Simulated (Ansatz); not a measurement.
**Si₂P (quartet): wave-function methods side by side, def2-QZVPP**

An exercise on one series of results from a longer session: the logs are not shown, and one member is left open.

The runs use Ansatz 0.2.0, Gaussian basis; def2-QZVPP, core rule «outside noble gas», up to 15 orbitals frozen.

Plan: UHF; ROHF; CCSD(T) on UHF.

### The system

The geometry is a PBE0/def2-TZVP stationary point (not a proven minimum).

3 atoms, charge 0, spin multiplicity 4.

Atoms are counted from 1 here; the program's logs count them from 0.

Bond lengths: Si1–P2 2.159 Å, P2–Si3 2.159 Å. Angles: Si1–P2–Si3 180.0°.

Set-up of the first run:

The input, in.yaml:

```yaml
crystal:
  periodic: [false, false, false]
  atoms:
    - {symbol: Si, position_ang: [0.000000, 0.000000, 2.159500]}
    - {symbol: P, position_ang: [0.000000, 0.000000, 0.000000]}
    - {symbol: Si, position_ang: [0.000000, 0.000000, -2.159500]}
basis:
  gaussian: {orbitals: "def2-QZVPP.json"}
magnetization: {spin_polarized: true, initial_magnetization: 3}
hamiltonian: {xc: hf}
output: {orbitals: {seedname: orbitals}}
```

Started as:

```sh
> ansatz run in.yaml --threads 1 --pin off --events-out ev --progress --plain --max-ram 2393MiB
```

Among the steps run: UHF; ROHF; CCSD(T) on UHF.

One of the session's tables, all rows but one given; the rest of the session is left out.

```
  method  from UCCSD(T) (kcal/mol)
    ROHF                   +246.48
     UHF                         ?
    UMP2                    +41.40
   UCCSD                    +16.89
UCCSD(T)                         0
```

**Question.** Estimate the row for UHF.

As computed: from UCCSD(T) (kcal/mol): +235.01. In the column «from UCCSD(T) (kcal/mol)» it lies between UMP2 (+41.40) and ROHF (+246.48).
